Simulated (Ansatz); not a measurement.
Relaxation of FH3Si (5 atoms, charge 0, multiplicity 1), to a largest force component of 0.03 eV/Å in at most 50 steps.

Level of theory: RKS PBE-D4/def2-SVP in Ansatz.

```xyz
5
Properties=species:S:1:pos:R:3:forces:R:3
Si 0.202 0.000 0.091 0.06 0.00 -0.45
F 0.495 0.000 1.669 -0.76 0.00 1.80
H 1.636 0.000 -0.180 0.68 0.00 -1.34
H -0.545 1.225 -0.350 0.01 0.01 -0.01
H -0.545 -1.225 -0.350 0.01 -0.01 -0.01
```

Question: Where does it end, and by what steps?

Answer: It converged. After 4 steps the energy has fallen by 0.306 eV; H3 moved furthest, 0.22 Å.

```
step  energy less start (eV)  largest force component (eV/Å)  accepted
   0                  0.0000                           1.795       yes
   1                 -0.2898                           0.154       yes
   2                 -0.3021                           0.331       yes
   3                 -0.3056                           0.055       yes
   4                 -0.3057                           0.011       yes
```

```xyz
5
Properties=species:S:1:pos:R:3
Si 0.247 0.000 0.138
F 0.313 0.000 1.775
H 1.648 0.000 -0.401
H -0.482 1.231 -0.316
H -0.482 -1.231 -0.316
```

Whether the end is a true minimum wasn't checked by a vibrational analysis.

Time of the run: 2.2 s on 1 thread of Intel(R) Xeon(R) 6975P-C (Granite Rapids) (shared host), peak memory 0.12 GiB.
